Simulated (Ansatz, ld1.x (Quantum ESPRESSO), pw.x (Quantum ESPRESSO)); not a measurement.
# From atom to crystal: ultrasoft potential for Al (Z = 13)

```
Element                 : aluminium
Generator               : ld1.x (Quantum ESPRESSO) 7.5
Type                    : ultrasoft
Functional              : PBE
Relativity              : scalar-relativistic
Frozen core             : [Ne]
Valence charge          : 3
Reference configuration : 3s1.75 3p1.25
Partial waves           : 3s (bound): rcut 1.80, rcutus 2.10 bohr; 3s channel at 2.05 Ry: rcut 1.80, rcutus 2.10 bohr; 3p (bound): rcut 1.85, rcutus 2.35 bohr; 3p channel at 0.5 Ry: rcut 1.85, rcutus 2.35 bohr
Local potential         : all-electron potential smoothed inside 1.80 bohr (lloc = -1)
Core correction         : Bessel-smoothed model core, default radius (core density twice the valence density)
Augmentation charge     : PSQ, radius 1.65 bohr
```

Atomic tests: cutoffs needed: 6 Ry and 10 Ry (the cutoffs (Ry, on a coarse ladder) from which the occupation-weighted sum of valence levels, in a spherical-Bessel basis at the reference potential, stays within 10 and 1 mRy of its value at 400 Ry); ghost test: no extra level below or beside the all-electron valence levels (s, p, d, f tested) (spherical-Bessel basis up to 400 Ry, 20 bohr box); largest excitation error: -3.3 meV (all-electron minus pseudo) for 3s0 3p3, out of 7 test configurations.

Crystal test: fcc Al in pw.x 7.5, no spin, 14³ k-points, Fermi–Dirac smearing 0.01 Ry, cutoffs 40/320 Ry. The lattice is a test structure that the element need not adopt, and mesh and smearing are coarse.

pw.x input:

```
&control
  calculation='scf', prefix='x', pseudo_dir='./', outdir='./tmp', tstress=.true., disk_io='low'
/
&system
  ibrav=0, nat=1, ntyp=1, ecutwfc=40, ecutrho=320, nbnd=8,
  occupations='smearing', smearing='fd', degauss=0.01
/
&electrons
  conv_thr=1e-09, mixing_beta=0.4, electron_maxstep=70
/
ATOMIC_SPECIES
Al 1.0 Al.UPF
CELL_PARAMETERS angstrom
  0.00000000 2.02172157 2.02172157
  2.02172157 0.00000000 2.02172157
  2.02172157 2.02172157 0.00000000
ATOMIC_POSITIONS crystal
Al 0.0000 0.0000 0.0000
K_POINTS automatic
14 14 14 0 0 0
```

```bash
pw.x < Al.scf.in > Al.scf.out
```

Task: How does the run end?

Result: It converges; the pressure is 3.22 GPa against -0.17 GPa from all-electron LAPW. This is a poor potential for the solid. The log shows:

```
Message from routine setup:
     using ibrav=0 with symmetry is DISCOURAGED, use correct ibrav instead
     lattice parameter (alat)  =       5.4030  a.u.
     unit-cell volume          =     111.5297 (a.u.)^3
     number of electrons       =         3.00
     number of Kohn-Sham states=            8
     kinetic-energy cutoff     =      40.0000  Ry
     charge density cutoff     =     320.0000  Ry
     scf convergence threshold =      1.0E-09
     Exchange-correlation= PBE
     number of k points=   104  Fermi-Dirac smearing, width (Ry)=  0.0100
     iteration #  1     ecut=    40.00 Ry     beta= 0.40
     total energy              =      -9.10962443 Ry
     estimated scf accuracy    <       0.00452169 Ry
     iteration #  2     ecut=    40.00 Ry     beta= 0.40
     total energy              =      -9.10913933 Ry
     estimated scf accuracy    <       0.00149747 Ry
     iteration #  3     ecut=    40.00 Ry     beta= 0.40
     total energy              =      -9.10917849 Ry
     estimated scf accuracy    <       0.00000269 Ry
     iteration #  4     ecut=    40.00 Ry     beta= 0.40
     total energy              =      -9.10917861 Ry
     estimated scf accuracy    <       0.00000006 Ry
     iteration #  5     ecut=    40.00 Ry     beta= 0.40
     the Fermi energy is     8.0083 ev
!    total energy              =      -9.10917861 Ry
     estimated scf accuracy    <          2.7E-10 Ry
     smearing contrib. (-TS)   =      -0.00205559 Ry
     The total energy is F=E-TS. E is the sum of the following terms:
     one-electron contribution =       3.00720406 Ry
     hartree contribution      =       0.00585823 Ry
     xc contribution           =      -6.71987673 Ry
     ewald contribution        =      -5.40030859 Ry
     convergence has been achieved in   5 iterations
          total   stress  (Ry/bohr**3)                   (kbar)     P=       32.21
```
